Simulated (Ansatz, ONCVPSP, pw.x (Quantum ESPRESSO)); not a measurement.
Which Si potential is closest to all-electron in the diamond crystal?

All use LDA (Perdew-Wang 92), scalar-relativistic, no spin, cutoffs from each file’s atomic test, pw.x 7.5; 9³ k-points, Fermi–Dirac smearing 0.01 Ry. Δ is the rms difference from all-electron LAPW of the E(V) curves that follow from fits to the pressures, over ±6 % in volume. Mesh and smearing are coarse and serve the comparison alone. The files are a selection: those with a ghost or negative overlap were mostly not run, and those with noisy or unconverged pressures or nearly equal Δ are left out.

All-electron: a0 = 5.400 Å (V0 = 19.69 Å³/atom), B0 = 96.2 GPa.

Question: Rank them by Δ, smallest first.
A. optimised norm-conserving Vanderbilt (ONCV), ONCVPSP 4.0.1.1 (patched build), LDA (Perdew-Wang 92); core [Ne], reference 3s2 3p2; waves: 3s: rc 1.65 bohr, ncon 4, nbas 7, qcut 4.2 1/bohr, local; 3p: rc 2.10 bohr, ncon 3, nbas 6, qcut 3.2 1/bohr, 2 projectors, debl 1.7 Ha; d scattering state at 0.1 Ha: rc 1.90 bohr, ncon 4, nbas 7, qcut 5.6 1/bohr, 2 projectors, debl 3.1 Ha; local part: the s channel; core correction: Teter function, fcfact 3.25, rcfact 1.7.
B. optimised norm-conserving Vanderbilt (ONCV), ONCVPSP 4.0.1.1 (patched build), LDA (Perdew-Wang 92); core [Ne], reference 3s2 3p2; waves: 3s: rc 1.65 bohr, ncon 4, nbas 8, qcut 3.1 1/bohr, 1 projector; 3p: rc 1.55 bohr, ncon 3, nbas 6, qcut 5 1/bohr, 2 projectors, debl 2.3 Ha; local part: polynomial inside 1.55 bohr (lpopt 5, dvloc0 2 Ha); core correction: polynomial model core, fcfact 0.55.
C. optimised norm-conserving Vanderbilt (ONCV), ONCVPSP 4.0.1.1 (patched build), LDA (Perdew-Wang 92); core [Ne], reference 3s2 3p2; waves: 3s: rc 1.60 bohr, ncon 5, nbas 9, qcut 3.2 1/bohr, 1 projector; 3p: rc 1.55 bohr, ncon 4, nbas 8, qcut 5.4 1/bohr, 2 projectors, debl 3.9 Ha; local part: polynomial inside 1.35 bohr (lpopt 5, dvloc0 -1 Ha); core correction: none.

Answer: C (2.5 meV/atom), A (4.7 meV/atom), B (11.0 meV/atom).
